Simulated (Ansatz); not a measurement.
C6H8 can be A, `C1CC2=C1CC2`, or B, `C=C(C)C#CC`.

Isolated molecules relaxed with PBE0-D4/def2-TZVP in Ansatz; ΔE leaves out vibrations. CBS: MP2 limit from def2 TZ/QZ plus the TZ coupled-cluster correction, frozen cores. Functionals use def2-TZVPP. B3LYP here is the variant with VWN-RPA as its local correlation; programs differ in this.

(1) Which isomer does CCSD(T)/CBS put lower? Give the gap. (Best estimate.)

(2) Give E(B) − E(A) in kJ/mol with B3LYP, r2SCAN-D4, ωB97M-V, MP2/def2-TZVPP, PBE0-D4, B3LYP-D4, HF/def2-TZVPP. (Best estimate.)

Largest T1 diagnostic: 0.011.

Results:

(1) The calculation gave: B, by 163.4 kJ/mol.

(2) Computed: B3LYP -189.8, r2SCAN-D4 -165.4, ωB97M-V -151.9, MP2/def2-TZVPP -160.2, PBE0-D4 -137.7, B3LYP-D4 -186.3, HF/def2-TZVPP -209.9. None reverses the order clearly.

From PBE to PBE0 (25 % exact exchange), in def2-TZVPP and without D4, E(B) − E(A) moves by +7.8 kJ/mol. The D4 term adds +3.5 kJ/mol with B3LYP and +1.6 kJ/mol with PBE0; it sums over pairs of atoms, weighted by their polarisabilities, and B3LYP, whose exchange is more repulsive, gets the larger term.
